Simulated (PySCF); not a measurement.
# TDDFT excited states: F2H2P2

PF2PH2, F2H2P2.
Geometry (GFN2-xTB, Å), atoms numbered from 1 in this order:
```
atom  x, y, z in Å
F1    -1.521   -0.990   -0.864
P2    -0.813    0.415   -0.472
F3    -1.695    0.624    0.872
P4     0.975   -0.422    0.487
H5     1.452    0.871    0.715
H6     1.604   -0.495   -0.759
```

Computed with TDDFT PBE0/def2-SVPD, vertical, gas phase, core orbitals frozen in the response (PySCF).

```
state  E (eV)  E (hartree)       f  symmetry  main configurations (H = HOMO, L = LUMO)
   S1    4.94       0.1814   0.012        A″                                 H→L (99%)
   S2    6.10       0.2241   0.306        A′                               H→L+1 (88%)
   S3    6.58       0.2419  0.0048        A″                               H→L+3 (98%)
   S4    6.62       0.2433   0.049        A′                               H→L+2 (88%)
   S5    6.86       0.2520  0.0007         –                               H-1→L (99%)
   S6    7.25       0.2663   0.150        A′                               H→L+4 (92%)
   S7    7.36       0.2703  0.0011         –                             H-1→L+1 (97%)
   S8    8.45       0.3104   0.129        A′                             H-1→L+2 (88%)
```

Triplets, Tamm–Dancoff:

```
state  E (eV)  λ (nm)  main configurations (H = HOMO, L = LUMO)
   T1    4.03   308.0                                 H→L (94%)
   T2    4.32   287.0                               H→L+1 (96%)
   T3    5.78   214.6   H→L+2 (74%), H-1→L+1 (11%), H→L+4 (10%)
```

The lowest singlet comes at 251 nm (476 kJ/mol) in the ultraviolet; it is weak; its leading configuration is HOMO→LUMO (99%). The strongest level in the table is S2 at 6.10 eV (203 nm, f = 0.306). Löwdin shares by element: HOMO phosphorus 79%, fluorine 16%; LUMO phosphorus 64%, fluorine 28%. The oscillator strengths of these states sum to 0.653; summed over the whole spectrum of an exact calculation they would give the number of electrons, 50 (Thomas–Reiche–Kuhn). The listed states span 3.51 eV, and the widest gap between neighbours is 1.16 eV (S1 to S2). Weighted by f, the mean energy of these states is 6.85 eV. Symmetry labels in Cs follow from the direction of the transition dipole and are given only for states with f of 0.002 or more. Singlets were solved by full linear response, triplets in the Tamm–Dancoff approximation.

One conformer stands for the species.
